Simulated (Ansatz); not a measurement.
## A basis-limit estimate, worked out

An elementary step of BSiH6F, closed shell (BH₂F ([BH2][F]) + SiH₄ → BSiH₅ ([BH2][SiH3]) + HF; B–F, H–Si broken or loosened, B–Si, F–H formed or tightened). “Start” and “end” are the PBE0-D4/def2-TZVP structures reached by relaxing down either side of its saddle point, with the molecules still in contact.

Program: Ansatz 0.2.0. Basis: def2-TZVPP and def2-QZVPP. Cores are frozen in the correlated methods.

Energies in eV:

| quantity | end | start |
| --- | --- | --- |
| Hartree–Fock, triple zeta (X = 3) | -11335.13081 | -11337.23293 |
| Hartree–Fock, quadruple zeta (X = 4) | -11335.53608 | -11337.65283 |
| MP2 correlation, X = 3 | -14.12386 | -13.67367 |
| MP2 correlation, X = 4 | -15.25540 | -14.78258 |
| CCSD(T) correlation, X = 3 | -15.73881 | -15.26273 |

Task: Work out the step energy at the basis limit: extrapolate Hartree–Fock as E(X) = E∞ + A exp(−7.88 √X) and the MP2 correlation as E(X) = E∞ + B X^−2.97 (the exponents that Neese and Valeev fitted for def2-TZVPP and QZVPP), then add CCSD(T) − MP2 in triple zeta.

Result: Each step is linear, so take the differences first (end − start): Hartree–Fock 2.10212 (X = 3) and 2.11675 (X = 4); MP2 correlation -0.45019 and -0.47282; CCSD(T) correlation -0.47608.
Two points give E∞ = E(4) + w [E(4) − E(3)], with w = 1/(exp(7.88 (2 − √3)) − 1) = 0.1377 for Hartree–Fock and w = 1/((4/3)^2.97 − 1) = 0.7407 for the correlation.
Hartree–Fock: 2.11675 + 0.1377 × 0.01463 = 2.1188 eV.
MP2 correlation: -0.47282 + 0.7407 × (-0.02263) = -0.4896 eV.
CCSD(T) − MP2: -0.47608 − (-0.45019) = -0.0259 eV.
Sum: 2.1188 + (-0.4896) + (-0.0259) = 1.6033 eV, or 36.97 kcal/mol. Plain CCSD(T) in triple zeta gives 1.6260 eV, so the larger basis shifts the result by -0.0227 eV.

T1 diagnostic: at most 0.014.

Labels in which every atom is bracketed show which atoms are joined, not bond orders.

For scale, one of the runs: CCSD(T)/def2-TZVPP, 188 basis functions, launched by `ansatz run in.yaml --threads 2 --pin off --events-out ev --progress --plain --max-ram 4352MiB`. The run took 46 s on 2 CPU threads of an Arm Neoverse V1 (shared host), with 2 GiB of host memory at its peak.
